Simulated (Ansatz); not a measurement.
fcc Cu was calculated with PBE in Ansatz (PAW).

Settings: plane-wave cutoff 500 eV, 34×34×34 k mesh, Fermi–Dirac smearing 0.1 eV, no spin polarisation, scalar-relativistic PAW data made under PBE.

Computed at the level's own relaxed cell.

Question: Estimate the equilibrium volume per atom and lattice parameter a that the calculation returns.

Answer: 
equilibrium volume per atom: 11.95 Å³/atom
lattice parameter a: 3.629 Å

Measured, for comparison: equilibrium volume per atom 11.62 Å³/atom, lattice constant a 3.595 Å (low-temperature or extrapolated to 0 K; zero-point anharmonic expansion removed; as tabulated in Csonka et al. (2009), arXiv:0903.4037). Computed (rounded) less measured: equilibrium volume per atom +2.8 %, lattice constant a +0.9 %.

The computed numbers hold no vibrational or temperature effects.

Ansatz is a program for electronic structure.
